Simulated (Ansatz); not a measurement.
Li2F⁺, relaxed as a singlet with RKS PBE0-D4/def2-TZVP in Ansatz, starting from the GFN1-xTB geometry. Force threshold 0.02 eV/Å.

The structure comes from a short search, and lower isomers may exist.

Start:

Cartesian coordinates in Å:
```
Li 1.252 0.766 0.673
Li -1.253 -0.766 -0.674
F 0.000 0.000 0.000
```

```json
{"step": "1", "energy (eV)": "-3121.7196", "largest force component (eV/Å)": "0.364", "SCF passes": "20"}
{"step": "2", "energy (eV)": "-3121.7337", "largest force component (eV/Å)": "0.222", "SCF passes": "22"}
{"step": "3", "energy (eV)": "-3121.7429", "largest force component (eV/Å)": "0.017", "SCF passes": "22"}
```

Force components are those of the run's own axes.

End:

Cartesian coordinates in Å:
```
Li 1.286 0.787 0.692
Li -1.286 -0.787 -0.692
F 0.000 0.000 0.000
```

By distances, no bond broke or formed. The bond that changes most is Li1–F3, from 1.62 to 1.66 Å (atoms count from 1).

No frequencies were taken in this run, so the end may be a saddle point.

It took 1.2 s on 2 threads of Arm Neoverse V2 on a shared host.
